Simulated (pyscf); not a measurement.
Elementary routes open to H₃C–BH–F + hydrogen (H₂) in the gas phase (singlet surface):
A. H₂B–CH₃ + hydrogen fluoride (HF) (B–F, H–H broken; B–H, F–H formed)
B. H₂B–F + methane (CH₄) (B–C, H–H broken; B–H, C–H formed)

Structures and frequencies: ωB97X-D3(BJ)/def2-SVP in PySCF.

Problem. Rank the routes by free-energy barrier at 1200 K, lowest first, for ωB97M-D3(BJ)/def2-TZVP energies (ideal gas, 1 atm, RRHO with modes under 100 cm⁻¹ raised to 100, one conformer, R ln 2 for chiral ones without a mode under 150 cm⁻¹).

Solution. B (73.7 kcal/mol), A (82.1 kcal/mol)

Route B is the fastest of these, ahead of the next by 8.3 kcal/mol. The most stable products are those of B (ΔG = +2.3 kcal/mol), so kinetics and thermodynamics agree. At 298 K B is still the fastest. Only these routes are compared; each barrier is that of the saddle found, and lower ones may exist.
